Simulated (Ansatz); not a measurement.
## Mixing energy, order and entropy in CuPdRh14

Computed with Ansatz 0.2.0, DFT PBE, scalar-relativistic, plane waves, PAW.

Settings: cutoff 420 eV, Γ-centred mesh 7×7×4 on the computed 16-atom cell, Gaussian smearing of 0.10 eV; no spin polarisation.

Cells of 16 atoms on a hcp lattice, 14 Rh, 1 Cu, 1 Pd, each occupation relaxed without symmetry on a coarser mesh and computed once more. α is the first-shell Warren–Cowley parameter of unlike pairs (negative: unlike neighbours in excess, 0: random), given as its mean and root mean square over the pairs, since a mean near 0 can hide order that cancels. ΔH counts from the elements in their standard crystals. 1 further cell, whose relaxation didn't end, left large forces or left the lattice, is left out.

```
cell mean α  rms α  ΔH (meV/atom) V (Å³/atom) rms shift from sites (Å)
   1   -0.14   0.20             63        14.08                      0.02
   2    0.24   0.59             68        14.08                      0.02
```

Task: Weigh the mixing energy against the ideal entropy.

Result: Ideal mixing gives S = −k_B Σ x ln x = 0.463 k_B per atom (3.9 J/(mol K)), worth 40 meV/atom at 1000 K. The cell nearest to random, 1, has ΔH = 63 meV/atom. Against the pure elements it breaks even at T = ΔH/S = 1580 K; above that the solution beats the pure elements, but parting into two partly mixed solutions pays up to a higher temperature (2ΔH/k_B, 1.4 times as high, for a regular binary solution at equal shares), and compounds may beat both. ΔH includes the cost of putting the elements on this lattice where they prefer another, and what the coarser relaxation leaves, which can only raise it; vibrational entropy is left out. An error of 8 meV/atom in ΔH, as mesh and relaxation can leave, moves such a temperature by 200 K.

The final mesh leaves forces up to 0.06 eV/Å and stresses up to 0.4 GPa.

Spin polarisation was left out, and a magnetic state may lie lower.

Cost: 5 runs of about 45 core-minutes in all (earlier runs that led there not counted), on Arm Neoverse V1 (shared hosts).